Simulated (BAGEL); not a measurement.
# BH3O2 (SMILES OBO): PBE0/def2-TZVP (density fitting with qzvpp-jkfit)

What is the energy change on altering one bond length of BH3O2 at PBE0/def2-TZVP (density fitting with qzvpp-jkfit)? 

The calculation is run with BAGEL 1.2.2.

## (1) The system as given

BH3O2 has 6 atoms, charge 0, and is taken as a singlet. SMILES: `OBO`. The coordinates come from a PBE0-D4/def2-TZVP relaxation. This is one conformer, not always the lowest.

Bond lengths: O1–B2 1.356 Å, B2–O3 1.356 Å, O1–H4 0.958 Å, B2–H5 1.204 Å, O3–H6 0.958 Å. Angles: O1–B2–O3 116.8°, O1–B2–H5 121.6°, O3–B2–H5 121.6°, B2–O1–H4 112.7°, B2–O3–H6 112.7°.

## (2) A single-point energy at PBE0/def2-TZVP (density fitting with qzvpp-jkfit)

Contents of input.json:

```json
{ "bagel" : [

{
  "title" : "molecule",
  "basis" : "def2-tzvp.json",
  "df_basis" : "qzvpp-jkfit",
  "angstrom" : true,
  "geometry" : [
    { "atom" : "O", "xyz" : [   -1.176200,   -0.524500,   -0.251800 ] },
    { "atom" : "B", "xyz" : [    0.049500,    0.028100,   -0.072900 ] },
    { "atom" : "O", "xyz" : [    0.580600,   -0.053800,    1.172500 ] },
    { "atom" : "H", "xyz" : [   -1.494700,   -0.433500,   -1.150600 ] },
    { "atom" : "H", "xyz" : [    0.637800,    0.565600,   -0.976100 ] },
    { "atom" : "H", "xyz" : [    1.445200,    0.354100,    1.232800 ] }
  ]
},
{
  "title" : "ks",
  "xc_func" : "pbe0"
},
{
  "title" : "print",
  "file" : "orbitals.molden",
  "orbitals" : true
}

]}
```

The basis set def2-TZVP is read from a file made from the Basis Set Exchange's data (not shown).

Run with:

```
$ BAGEL_NUM_THREADS=1 BAGEL input.json > input.out
```

Output:

```text
* using 1 threads per process

  ===============================================================
  ===============================================================

  *** Geometry ***

  { "atom" : "O", "xyz" : [     -2.222696,     -0.991161,     -0.475833 ] },
  { "atom" : "B", "xyz" : [      0.093541,      0.053101,     -0.137761 ] },
  { "atom" : "O", "xyz" : [      1.097175,     -0.101667,      2.215704 ] },
  { "atom" : "H", "xyz" : [     -2.824574,     -0.819196,     -2.174319 ] },
  { "atom" : "H", "xyz" : [      1.205267,      1.068829,     -1.844562 ] },
  { "atom" : "H", "xyz" : [      2.731032,      0.669152,      2.329654 ] },

  Number of auxiliary basis functions:      283

  Since a DF basis is specified, we compute 2- and 3-index integrals:
    o Being stored without compression. Storage requirement is 0.028 GB

  Number of basis functions:      111
  Number of electrons      :       24

    * METHOD: MOLECULE                             0.09

  *** Kohn-Sham DFT ***

    * Removing 9840 points whose weight is below 1.00e-10
    * Grid points: 79596

  === Nuclear Repulsion ===
    66.7052445314

       - DIIS with orbital gradients will be used.

  === KS iteration (pbe0 / def2-tzvp.json) ===
      0       -148.91207596          0.17878209           0.21
      1       -143.62906389          0.17388001           0.21
      2       -159.46171240          0.15733560           0.21
      3       -176.45307844          0.03618019           0.21
      4       -176.88917226          0.02421485           0.21
      5       -177.00757362          0.01515705           0.21
      6       -177.05852083          0.00833581           0.21
      7       -177.08053039          0.00040153           0.21
      8       -177.08058296          0.00006819           0.21
      9       -177.08058428          0.00001813           0.21
     10       -177.08058434          0.00001078           0.21
     11       -177.08058437          0.00000247           0.21
     12       -177.08058437          0.00000098           0.21
     13       -177.08058437          0.00000015           0.21
     14       -177.08058437          0.00000004           0.21
     15       -177.08058437          0.00000001           0.21
    * SCF iteration converged.

    * Permanent dipole moment:
           (   -0.439213,    -0.401252,     0.674497) a.u.

    * METHOD: KS                                   3.69

    * METHOD: PRINT                                0.02

  ===============================================================
```

It took 4.2 s on 1 thread of Arm Neoverse V2, shared host; peak memory 0.4 GiB.

## (3) The distorted shape, same level

Contents of dft.json:

```json
{ "bagel": [

{
  "title": "molecule",
  "basis": "def2-tzvp.json",
  "df_basis": "qzvpp-jkfit",
  "angstrom": true,
  "geometry": [
    { "atom": "O", "xyz": [   -1.543939,   -0.690293,   -0.305474 ] },
    { "atom": "B", "xyz": [    0.049500,    0.028100,   -0.072900 ] },
    { "atom": "O", "xyz": [    0.580600,   -0.053800,    1.172500 ] },
    { "atom": "H", "xyz": [   -1.862439,   -0.599293,   -1.204274 ] },
    { "atom": "H", "xyz": [    0.637800,    0.565600,   -0.976100 ] },
    { "atom": "H", "xyz": [    1.445200,    0.354100,    1.232800 ] }
  ]
},
{ "title": "ks", "xc_func": "pbe0", "charge": 0 },
{ "title": "print", "file": "orbitals.molden", "orbitals": true }

]}
```

The basis set def2-TZVP is read from a file made from the Basis Set Exchange's data (not shown).

Run with:

```
$ BAGEL_NUM_THREADS=1 BAGEL dft.json > dft.out
```

Output:

```text
* using 1 threads per process

  ===============================================================
  ===============================================================

  *** Geometry ***

  { "atom" : "O", "xyz" : [     -2.917622,     -1.304465,     -0.577262 ] },
  { "atom" : "B", "xyz" : [      0.093541,      0.053101,     -0.137761 ] },
  { "atom" : "O", "xyz" : [      1.097175,     -0.101667,      2.215704 ] },
  { "atom" : "H", "xyz" : [     -3.519500,     -1.132500,     -2.275748 ] },
  { "atom" : "H", "xyz" : [      1.205267,      1.068829,     -1.844562 ] },
  { "atom" : "H", "xyz" : [      2.731032,      0.669152,      2.329654 ] },

  Number of auxiliary basis functions:      283

  Since a DF basis is specified, we compute 2- and 3-index integrals:
    o Being stored without compression. Storage requirement is 0.028 GB

  Number of basis functions:      111
  Number of electrons      :       24

    * METHOD: MOLECULE                             0.09

  *** Kohn-Sham DFT ***

    * Removing 9209 points whose weight is below 1.00e-10
    * Grid points: 80227

  === Nuclear Repulsion ===
    60.3509635778

       - DIIS with orbital gradients will be used.

  === KS iteration (pbe0 / def2-tzvp.json) ===
      0       -148.54708056          0.17350923           0.22
      1       -144.50415487          0.16040239           0.21
      2       -159.62843323          0.15152681           0.21
      3       -174.82155709          0.04952618           0.21
      4       -176.70342632          0.03048781           0.21
      5       -176.87186152          0.01988364           0.21
      6       -176.95065275          0.01412763           0.21
      7       -177.01330203          0.00258605           0.21
      8       -177.01567871          0.00054656           0.21
      9       -177.01575343          0.00012710           0.21
     10       -177.01575898          0.00005581           0.21
     11       -177.01576012          0.00000316           0.21
     12       -177.01576013          0.00000080           0.21
     13       -177.01576013          0.00000031           0.21
     14       -177.01576013          0.00000015           0.21
     15       -177.01576013          0.00000005           0.21
     16       -177.01576013          0.00000000           0.21
    * SCF iteration converged.

    * Permanent dipole moment:
           (   -1.077857,    -0.657362,     0.465651) a.u.

    * METHOD: KS                                   3.94

    * METHOD: PRINT                                0.02

  ===============================================================
```

Run time: 4.5 s. Hardware: 1 thread of Arm Neoverse V2, shared host; peak memory 0.4 GiB.

## (4) Outcome

At PBE0/def2-TZVP (density fitting with qzvpp-jkfit):

```
                                                         quantity          value
                                        first shape: total energy  -177.08058 Eh
                                       first shape: dipole moment         2.29 D
                                         first shape: HOMO energy       -9.14 eV
                                         first shape: LUMO energy        0.91 eV
                                       first shape: HOMO–LUMO gap       10.05 eV
                                    distorted shape: total energy  -177.01576 Eh
                                   distorted shape: dipole moment         3.42 D
                                     distorted shape: HOMO energy       -8.22 eV
                                     distorted shape: LUMO energy       -0.32 eV
                                   distorted shape: HOMO–LUMO gap        7.91 eV
energy change with the O1–B2 bond stretched from 1.356 to 1.763 Å       1.764 eV
```

In words: With the O1–B2 bond stretched from 1.356 to 1.763 Å the energy rises by 1.76 eV (41 kcal/mol).
